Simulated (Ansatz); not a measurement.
# O3: the cost of one run

Computed with Ansatz 0.2.0 (DFT B3LYP, Gaussian basis aug-cc-pV(T+d)Z, unless a step's input says otherwise).

### Step 1. The system as given

Bond lengths: O1–O2 1.279 Å, O2–O3 1.279 Å. Angles: O1–O2–O3 116.8°.

Coordinates:

```xyz
3

O     1.0900    0.6700    0.0000
O     0.0000    0.0000    0.0000
O    -1.0900    0.6700    0.0000
```

### Step 2. Relaxing the atoms: O3

input.yaml reads:

```yaml
relax:
  f_tol: 0.0002
  max_steps: 200
crystal:
  periodic: [false, false, false]
  atoms:
    - { symbol: O, position_ang: [1.09, 0.67, 0.0] }
    - { symbol: O, position_ang: [0.0, 0.0, 0.0] }
    - { symbol: O, position_ang: [-1.09, 0.67, 0.0] }
basis:
  gaussian: { orbitals: "aug-cc-pV(T+d)Z.json" }
hamiltonian:
  xc: { name: B3LYP }
accuracy: high
```

Launch:

```
> ansatz run input.yaml --threads 4 --pin off --max-ram 6144MiB --backend cpu --events-out ev --progress --plain --runs-dir out
```

Q: Estimate wall time and peak memory on 4 threads of Arm Neoverse V1, shared host.

About 18 s, with a peak of 0.45 GiB.
